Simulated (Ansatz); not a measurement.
# C2H7Al: energies and forces away from the minimum

The task here is to estimate one member of a computed series from the others.

Method: single points with forces in def2-TZVPP; program: Ansatz 0.2.0, Gaussian basis.

Levels: PBE-D4, r2SCAN-D4, PBE0-D4, wB97M-V, Hartree-Fock, MP2, CCSD, CCSD(T). Each coordinate is moved by a Gaussian draw of the width named (0.7 of it for atoms other than hydrogen): 0.09, 0.06, 0.02, 0.12 Å.

Correlated methods freeze the cores.

4 further runs of the same task are left out: 1 that didn't finish, 3 set aside as unsound or not needed.

**The starting structure**

SMILES `[CH3][AlH][CH3]`, 10 atoms, charge 0, spin multiplicity 1.

Atoms are counted from 1 here; the program's logs count them from 0.

Bond lengths: C1–Al2 1.924 Å, C1–H4 1.052 Å, C1–H5 1.155 Å, C1–H6 1.149 Å, Al2–C3 1.972 Å, Al2–H7 1.614 Å, C3–H8 1.060 Å, C3–H9 1.091 Å, C3–H10 1.154 Å. Angles: Al2–C1–H4 111.2°, Al2–C1–H5 111.6°, Al2–C1–H6 112.4°, H4–C1–H5 107.3°, H4–C1–H6 108.8°, H5–C1–H6 105.3°, C1–Al2–C3 118.8°, C1–Al2–H7 121.1°, C3–Al2–H7 120.1°, Al2–C3–H8 111.7°, Al2–C3–H9 112.4°, Al2–C3–H10 110.1°, H8–C3–H9 110.4°, H8–C3–H10 106.1°, H9–C3–H10 105.8°.

Geometry (Å):

```xyz
10

C    -1.2169    0.8808   -0.7518
Al    0.4946    0.0237   -0.5568
C     0.8825   -0.9581    1.1083
H    -2.0010    0.1824   -0.6877
H    -1.3123    1.4120   -1.7735
H    -1.3880    1.7017    0.0337
H     1.6025    0.0983   -1.7282
H     0.0879   -0.8775    1.8059
H     1.1241   -2.0066    0.9263
H     1.8097   -0.5079    1.6269
```

Set-up of the first run:

Input file pre/in.yaml:

```yaml
crystal:
  periodic: [false, false, false]
  atoms:
    - {symbol: C, position_ang: [-1.216900, 0.880800, -0.751800]}
    - {symbol: Al, position_ang: [0.494600, 0.023700, -0.556800]}
    - {symbol: C, position_ang: [0.882500, -0.958100, 1.108300]}
    - {symbol: H, position_ang: [-2.001000, 0.182400, -0.687700]}
    - {symbol: H, position_ang: [-1.312300, 1.412000, -1.773500]}
    - {symbol: H, position_ang: [-1.388000, 1.701700, 0.033700]}
    - {symbol: H, position_ang: [1.602500, 0.098300, -1.728200]}
    - {symbol: H, position_ang: [0.087900, -0.877500, 1.805900]}
    - {symbol: H, position_ang: [1.124100, -2.006600, 0.926300]}
    - {symbol: H, position_ang: [1.809700, -0.507900, 1.626900]}
basis:
  gaussian: {orbitals: def2-SVP}
hamiltonian: {xc: pbe, dispersion: d4}
relax: {f_tol: 0.03, max_steps: 250}
```

No record of the launch command was kept for these runs.

Among the steps run: A first relaxation in a small basis; Finding the minimum; Reference energies at the minimum; Structure 1, width 0.09 Å; Structure 2, width 0.06 Å; Structure 3, width 0.02 Å; Structure 4, width 0.12 Å.

One table of the session follows, with a row left open; its other results are not shown here.

| method | RMS force component (eV/Å) | angle to CCSD(T) forces (°) | dipole (D) |
| --- | --- | --- | --- |
| PBE-D4 | 2.987 | 2.3 | 1.01 |
| r2SCAN-D4 | 3.023 | 1.4 | 1.05 |
| PBE0-D4 | 3.060 | 1.3 | 1.02 |
| wB97M-V | ? | ? | ? |
| CCSD(T) | 3.021 | reference | 1.00 |

Q: Estimate the row for wB97M-V from the others.

**Answer.** RMS force component (eV/Å): 3.043; angle to CCSD(T) forces (°): 1.4; dipole (D): 1.04. In the column «RMS force component (eV/Å)» it lies between r2SCAN-D4 (3.023) and PBE0-D4 (3.060).
